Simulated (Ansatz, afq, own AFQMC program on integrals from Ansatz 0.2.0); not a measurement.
## AlNH, doublet → AlNH⁺, triplet

```xyz
3

Al    0.0000    0.0327    0.6365
N     0.0000   -0.1067   -1.0953
H     0.0000    0.6075   -1.8184
```

Connectivity, by distances: Al–NH.

E(triplet, charge +1) − E(doublet, charge +0) at this geometry, on ROHF and UHF determinants.

Basis cc-pVDZ. Only valence electrons are correlated. Integrals, coupled cluster, full CI and functionals: Ansatz 0.2.0; the random walks run on the same integrals in our own AFQMC program. The CISD trial takes its coefficients from CCSD amplitudes. Released means that phaseless walkers are propagated on without the constraint, phases kept. Uncertainties: one standard error, sampling alone. The errors of all members are added in quadrature.

No full CI on the walks' own integrals is used here; CCSDTQ serves as the reference and is uncertain by about the last step of the cluster series. Each member takes its own surest rung, up to full CI.

Errors are counted within cc-pVDZ, not against nature.

Cautions: AlNH (doublet): a spin-contaminated unrestricted determinant lies lower (UHF 241 meV lower, ⟨S²⟩ 0.96), the search met a lower determinant of the same kind, perhaps of another symmetry (151 meV lower), and this one is a saddle point, strong correlation (T1 0.095, weight of the determinant 0.74, largest double 0.09), the ph-AFQMC/CISD walk drifts between its halves (2.0 errors), released walk and highest rung disagree (by 37 meV at 2.40 1/Eh), its ph-AFQMC/CISD value lies 67 ± 5 meV above CCSDTQ; AlNH⁺ (triplet): the released energies are still falling, so no released level is given (meV from the phaseless value at times in 1/Eh: -2.1 ± 2.2 at 0.24, -7.1 ± 1.6 at 0.51, -9.9 ± 1.9 at 0.99, -14 ± 3 at 1.62, -24 ± 3 at 2.40), the ph-AFQMC/CISD walk drifts between its halves (2.5 errors), its ph-AFQMC/CISD value lies 16.3 ± 2.4 meV above CCSDTQ.

Reference (CCSDTQ): 8.496 eV.

```
        level  vertical ionization energy (eV)  error against CCSDTQ (eV)
           HF                            7.150                     -1.346
          MP2                            8.019                     -0.477
         CCSD                            8.379                     -0.117
      CCSD(T)                            8.445                     -0.051
        CCSDT                            8.483                     -0.012
     CCSDT(Q)                            8.501                      0.005
ph-AFQMC/CISD                    8.445 ± 0.005             -0.051 ± 0.005
```

Correlation beyond CCSD(T) adds 0.051 eV. The perturbative (T) step is worth +0.066 eV. Where the cautions show a poor determinant, the low rows tell how each method copes with it, not its usual error.

CCSDT and higher add their correlation energy to the determinant of the CCSD(T) run, since their own runs factorise the integrals more tightly (a shift of under 2 meV). A walk keeps the symmetry of its determinant, which the program's search chose and which needn't be the lowest solution, so a lower state of the same spin and another symmetry isn't excluded.
